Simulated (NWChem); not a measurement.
System meant: AlF$_{3}$ anion, doublet; SMILES of the neutral closed-shell parent [F][Al]([F])[F]

Input file for NWChem:

```
start job
memory heap 200 mb stack 900 mb global 1100 mb
charge -1
geometry units angstroms noautoz
  Al     0.000001     0.000001    -0.419340
  F     -1.150285    -1.150285     0.183982
  F     -0.421035     1.571319     0.183982
  F      1.571319    -0.421035     0.183982
end
basis spherical
  Al library def2-svp
  F library def2-svp
end
dft
  odft
  mult 2
  xc b3lyp
  iterations 4
  mulliken
end
task dft energy
```

End of the output:

```
     --------------------------
     Expectation value of S2:
     --------------------------
      <S2> =      0.7505 (Exact =     0.7500)

 center of mass
 --------------
 x =  -0.00000000 y =  -0.00000000 z =   0.00422095

 moments of inertia (a.u.)
 ------------------
         293.110267628299          -0.000000000000          -0.000000000000
          -0.000000000000         293.110267628299           0.000000000000
          -0.000000000000           0.000000000000         538.613405786475

     Multipole analysis of the density
     ---------------------------------

     L   x y z        total         alpha         beta         nuclear
     -   - - -        -----         -----         ----         -------
     0   0 0 0     -1.000000    -21.000000    -20.000000     40.000000

     1   1 0 0      0.000000      0.000000     -0.000000     -0.000000
     1   0 1 0      0.000000      0.000000     -0.000000     -0.000000
     1   0 0 1      0.134549      1.281727     -1.147178     -0.000000

     2   2 0 0    -27.103542    -79.015901    -75.664718    127.577076
     2   1 1 0     -0.000000     -0.000000     -0.000000      0.000000
     2   1 0 1     -0.000000     -0.000000      0.000000      0.000000
     2   0 2 0    -27.103542    -79.015901    -75.664718    127.577076
     2   0 1 1      0.000000      0.000000      0.000000     -0.000000
     2   0 0 2    -22.761759    -21.372945    -12.795070     11.406256

 ------------------------------------------------------------------------
 dft energy failed                                                                                  0
 ------------------------------------------------------------------------
 ------------------------------------------------------------------------
  current input line :
    21: task dft energy
 ------------------------------------------------------------------------
 ------------------------------------------------------------------------
 This type of error is most commonly associated with calculations not reaching convergence criteria
 ------------------------------------------------------------------------
 For more information see the NWChem manual at https://nwchemgit.github.io

0:dft energy failed:Received an Error in Communication
```

Q: Find the fault in this run and fix the input.

A: The run did not converge; its last values are not results. Cause: the SCF was allowed too few iterations. This input runs:
```
start job
memory heap 200 mb stack 900 mb global 1100 mb
charge -1
geometry units angstroms noautoz
  Al     0.000001     0.000001    -0.419340
  F     -1.150285    -1.150285     0.183982
  F     -0.421035     1.571319     0.183982
  F      1.571319    -0.421035     0.183982
end
basis spherical
  Al library def2-svp
  F library def2-svp
end
dft
  odft
  mult 2
  xc b3lyp
  iterations 150
  mulliken
end
task dft energy
```
It converges to -541.89826 Ha (B3LYP/def2-SVP, spin-unrestricted).
